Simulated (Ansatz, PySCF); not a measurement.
System: tetrafluoromethane, CF4 (charge 0, singlet). 
Geometry from a B3LYP-D3(BJ)/def2-TZVP (Ansatz, a first-principles code) optimisation:
```xyz
5

C      0.0000     0.0000     0.0000
F      0.7629     0.7657     0.7682
F     -0.7843    -0.7493     0.7628
F     -0.7467     0.7653    -0.7843
F      0.7680    -0.7817    -0.7466
```


Wanted: enthalpy of formation at 298 K (from the atomisation energy, B3LYP-D3(BJ)/def2-TZVP harmonic zero-point and thermal terms from PySCF, and the atoms' enthalpies of formation in the G2/97 table; no spin-orbit terms, and no core term in the frozen-core levels), in kcal/mol. Valence correlation only, unless marked. Open shells are spin-unrestricted. No spin-orbit coupling. No relativistic terms. The coupled-cluster limit lacks core correlation, which all-electron functionals hold. CBS marks a two-point X^-3 extrapolation of the correlation energy; Hartree-Fock from the larger set. [CCSD(T)-MP2]/basis is that difference in the basis named.

Measured: -223.1 kcal/mol (Active Thermochemical Tables 1.112 (ions: stationary electron), as tabulated in the package chemicals); it holds spin-orbit and relativistic effects, which these rows lack, and core correlation, which the frozen-core levels lack.

| level | program | enthalpy of formation at 298 K (kcal/mol) | error against measurement |
|---|---|---|---|
| HF/aug-cc-pVTZ | Ansatz | -60.7 | 162.4 |
| HF-D3(BJ)/def2-TZVPD | PySCF + dftd3 | -71.0 | 152.1 |
| PBE0-D3(BJ)/def2-TZVP | Ansatz + dftd3 | -226.6 | -3.5 |
| r2SCAN0/def2-TZVPD | Ansatz | -207.8 | 15.3 |
| B2PLYP-D3(BJ)/def2-TZVPD | Ansatz + dftd3 | -218.2 | 4.9 |
| PBE-QIDH/def2-TZVPD | Ansatz | -220.7 | 2.4 |
| SCS-MP2/6-31G | Ansatz | -111.6 | 111.5 |
| SCS-MP2/cc-pVDZ | Ansatz | -190.3 | 32.8 |
| CCSD(T)/6-31G | Ansatz | -101.6 | 121.5 |
| RI-MP2/CBS(aug-cc-pVTZ,aug-cc-pVQZ)+[CCSD(T)-MP2]/aug-cc-pVTZ | Ansatz | -225.8 | -2.7 |
